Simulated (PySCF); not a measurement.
Compound: PH3.
SMILES with atom numbers: `[PH3:1]` (hydrogens: H2, H3, H4 on P1)

Computed by this run: PBE0-D3(BJ)/def2-SVP geometry optimisation, gas phase (PySCF); density fitting, grid level 1; the optimiser is geomeTRIC in internal coordinates, started from a GFN2-xTB structure with every atom displaced at random (about 0.01 Å).

Geometry at step 1:
```
atom  x, y, z in Å
P1      0.0230   -0.0382    0.4879
H2     -0.6010    1.0243   -0.2493
H3      1.2109   -0.0029   -0.3424
H4     -0.5965   -1.0568   -0.3317
```

**Question.** What forces act on the atoms?

**Answer.** 
| atom | Fx (eV/Å) | Fy (eV/Å) | Fz (eV/Å) |
| --- | --- | --- | --- |
| P1 | 0.124 | -0.133 | -0.545 |
| H2 | 0.055 | -0.093 | 0.086 |
| H3 | -0.325 | -0.011 | 0.247 |
| H4 | 0.146 | 0.237 | 0.212 |

The largest, 0.57 eV/Å, acts on P1; the rms over all components is 0.231 eV/Å. The forces sum to zero within rounding, as they must for an isolated molecule in no field.

**Question.** Give the force on P1 in Eh/bohr and in nN.

**Answer.** 0.575 eV/Å ÷ 51.422 = 0.01118 Eh/bohr, and 0.575 eV/Å × 1.602 = 0.92 nN.

**Question.** How far is this geometry from the end of the optimisation?

**Answer.** 0.008 eV above it, and 0.011 Å rms away after alignment. The bonds farthest from their final lengths, with half the difference of the two atoms' forces along the bond (positive lengthens):

| bond | now (Å) | final (Å) | force along bond (eV/Å) |
| --- | --- | --- | --- |
| P1–H3 | 1.450 | 1.429 | -0.41 |
| P1–H4 | 1.447 | 1.429 | -0.35 |
| P1–H2 | 1.436 | 1.429 | -0.13 |

Of the 2 listed bonds off by 0.010 Å or more, this force points towards the final length in 2.

What follows is the cost of the whole optimisation. Hardware: AMD EPYC 7R43, one thread, no GPU, shared host with 256 logical CPUs at a one-minute load of 109. Cost: 2.0 s of wall time, 0.25 GiB resident at most.
